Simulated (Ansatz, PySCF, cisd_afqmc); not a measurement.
System: HS, charge 0, doublet. HS (SMILES [SH], doublet).
B3LYP-D3(BJ)/def2-TZVP minimum from Ansatz (a program for electronic structure):
```
S
H 1 1.3473
```
Charge 0, spin multiplicity 2.

Atomisation energy term by term, kcal/mol (programs: Ansatz, cisd_afqmc). Radicals and triplets start from unrestricted determinants; spin-orbit coupling is neglected. Cores are frozen in correlated methods. Rows without X2C or -DK are non-relativistic. AFQMC/CISD: phaseless, guided by CISD from CCSD amplitudes; bars are statistical, one sigma. Outlying blocks are dropped, and bars are widened where a walk drifts. Over all cases where full CI ran beside it in this data, AFQMC minus full CI had a median of +0.1 mEh and passed +0.4 mEh in a tenth of the cases. CBS(X,Y): correlation extrapolated as X^-3, Hartree-Fock from the larger set (Q,5: extrapolated as (X+1)exp(-9√X)). A bracket is a step between two methods taken in the basis named. '+ core + X2C': CCSD(T) terms for core correlation (cc-pwCVTZ, 1s frozen past Ne) and scalar relativity (cc-pVTZ-DK). Full CI freezes restricted core orbitals, also for open shells; the composite that ends in it estimates full CI at the basis-set limit. For partners of very few electrons the exact lower level stands in for a higher one.

```json
[
 {"term": "Hartree-Fock", "basis": "CBS(cc-pV(Q+d)Z,cc-pV(5+d)Z)", "kcal/mol": "61.11"},
 {"term": "CCSD correlation", "basis": "CBS(cc-pV(Q+d)Z,cc-pV(5+d)Z)", "kcal/mol": "25.27"},
 {"term": "(T)", "basis": "CBS(cc-pV(Q+d)Z,cc-pV(5+d)Z)", "kcal/mol": "1.12"},
 {"term": "CCSDT(Q) - CCSD(T)", "basis": "cc-pV(5+d)Z", "kcal/mol": "0.08"},
 {"term": "FCI - CCSDT(Q)", "basis": "cc-pV(D+d)Z", "kcal/mol": "0.01"},
 {"term": "core correlation", "basis": "cc-pwCVTZ", "kcal/mol": "0.20"},
 {"term": "scalar relativity", "basis": "X2C, cc-pVTZ-DK", "kcal/mol": "-0.18"},
 {"term": "minus zero-point energy", "basis": "Hessian by PySCF at B3LYP-D3(BJ)/def2-TZVP", "kcal/mol": "-3.80"},
 {"term": "sum: D0", "basis": "", "kcal/mol": "83.8"}
]
```

The step beyond CCSD(T) by other levels: FCI in cc-pV(D+d)Z 0.12; CCSDTQ in cc-pV(D+d)Z 0.12; AFQMC/CISD in cc-pV(D+d)Z 0.07 ± 0.09; CCSDT(Q) in cc-pV(D+d)Z 0.12; CCSDTQ in cc-pV(T+d)Z 0.08; AFQMC/CISD in cc-pV(T+d)Z 0.30 ± 0.17; CCSDT(Q) in cc-pV(T+d)Z 0.08; AFQMC/CISD in cc-pV(Q+d)Z 0.26 ± 0.16; CCSDT(Q) in cc-pV(Q+d)Z 0.08 kcal/mol.
